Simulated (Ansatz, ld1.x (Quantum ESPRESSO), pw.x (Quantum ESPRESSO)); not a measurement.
## Equation-of-state test of one ultrasoft potential (Ge (Z = 32))

```json
{"Element": "Ge", "Generator": "ld1.x (Quantum ESPRESSO) 7.5", "Type": "ultrasoft", "Functional": "PBE", "Relativity": "scalar-relativistic", "Frozen core": "[Ar] 3d10", "Valence charge": "4", "Reference configuration": "4s2 4p2", "Partial waves": "4s (bound): rcut 1.55, rcutus 1.90 bohr; 4s channel at -0.4 Ry: rcut 1.55, rcutus 1.90 bohr; 4p (bound): rcut 1.65, rcutus 2.25 bohr; 4p channel at 0.1 Ry: rcut 1.65, rcutus 2.25 bohr; 4d channel at 0.25 Ry: rcut 1.80, rcutus 2.92 bohr; 4d channel at 2.85 Ry: rcut 1.80, rcutus 2.92 bohr", "Local potential": "all-electron potential smoothed inside 1.60 bohr (lloc = -1)", "Core correction": "Bessel-smoothed model core, default radius (core density twice the valence density)", "Augmentation charge": "PSQ, radius 1.50 bohr"}
```

Atomic tests: cutoffs needed: 8 Ry and 12 Ry (the cutoffs (Ry, on a coarse ladder) from which the occupation-weighted sum of valence levels, in a spherical-Bessel basis at the reference potential, stays within 10 and 1 mRy of its value at 400 Ry); ghost test: no extra level below or beside the all-electron valence levels (s, p, d, f tested) (spherical-Bessel basis up to 400 Ry, 20 bohr box); largest excitation error: -302 meV (all-electron minus pseudo) for 4s1 4p0, out of 7 test configurations.

Crystal test: diamond Ge in pw.x 7.5, no spin, 8³ k-points, Fermi–Dirac smearing 0.01 Ry, cutoffs 40/320 Ry. The reference is all-electron LAPW (Ansatz 0.2.0) with the same functional, mesh and smearing; V0 and B0 come from Birch–Murnaghan fits to the pressures at five volumes. Errors are pseudo minus all-electron; Δ is the rms difference of the E(V) curves that follow from these fits, minima aligned, over ±6 % about the mean V0. Mesh and smearing are coarse, so the numbers serve the comparison and aren't converged zero-temperature values; the lattice is a test structure that the element need not adopt.

```
V (Å³/atom)  P all-electron (GPa)  P pseudo (GPa)
     22.753                  3.34            3.79
     23.352                  1.55            1.95
     23.951                  0.00            0.35
     24.550                 -1.34           -1.04
     25.149                 -2.50           -2.24
```

All-electron: a0 = 5.765 Å (V0 = 23.95 Å³/atom), B0 = 57.6 GPa.

Pseudopotential: mean pressure error (GPa): +0.35; a0 (Å): 5.777; a0 error (%): +0.20; B0 error (%): +0.4; Δ (meV/atom): 1.8. The largest radius (2.92 bohr) exceeds half the bond length (2.36 bohr), so the spheres overlap, which is one possible source of error among others.

At the middle volume, how do free energy and pressure move when the wave cutoff is lowered (ecutrho held at 320 Ry)?

```
cutoff (Ry)  shift of F (meV/atom)  shift of P (GPa)
         18                   +3.7             -0.04
         24                   +1.6             -0.00
         32                   +0.6             -0.01
```

The run at the middle volume (29 k-points, 7 iterations) took about 7.7 s on one core of a shared host (Neoverse-V1, 32 threads, 247 GiB, load 11).
